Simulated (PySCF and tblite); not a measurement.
Results of a calculation; reference values are marked as such.
## Dynamics report: rotation

System: C2H3NO2, numbered as in [H]/[N:1]=[CH:2]\[O:3][CH:4]=[O:5].

Motion: rotation about the C4–O3 bond (torsion O5–C4–O3–C2 from 0° to 170°, rising). The path came from a restrained scan, a climbing-image band and a saddle search at GFN2-xTB; energies are PBE0/pcSseg-2 + D3(BJ)//B3LYP-D3(BJ)/def2-SVP, thermal terms GFN2-xTB. Rate constants are transition-state-theory values, counting equivalent paths, without tunnelling. (PySCF 2.14 with density fitting, tblite 0.8.)

```
 point  symmetry  E(GFN2) kcal/mol  E(DFT) kcal/mol  ZPE change kcal/mol  lowest mode cm⁻¹  dipole D
 start        Cs               0.0              0.0                 0.00               125      2.66
saddle        C1               9.7              8.0                -0.62              203i      2.17
   end        C1               4.8              3.4                -0.25               100      1.52
```

* Electronic barrier: 8.0 kcal/mol
* Barrier with zero-point energy: 7.3 kcal/mol
* ΔH‡ (298 K): 7.1 kcal/mol
* ΔS‡ (298 K, symmetry apart): -1.5 cal/(mol K)
* Paths: 2 equivalent paths
* End point: a different minimum
* Mean lifetime of the start against this motion at 298 K: 26 ns
* Cost: 2.1 min on 1 thread of AMD EPYC 7B13, shared host (rough), peak memory 0.89 GiB, launched as `OMP_NUM_THREADS=1 python ens_run.py task.json out`

```tsv
T/K	ΔG‡ kcal/mol	k s⁻¹	ΔG kcal/mol	k back s⁻¹
150	7.4	117	3.1	1.8×10⁶
200	7.4	6.9×10⁴	3.0	7.4×10⁷
250	7.5	3.2×10⁶	3.0	7×10⁸
298	7.5	3.9×10⁷	3.0	3×10⁹
350	7.6	2.7×10⁸	3.0	9.4×10⁹
400	7.7	1.1×10⁹	2.9	2.1×10¹⁰
500	7.9	7.7×10⁹	2.9	6.8×10¹⁰
```

ΔG and ΔG‡ leave out symmetry numbers and mirror images; rates count paths: 2 out, 1 back.
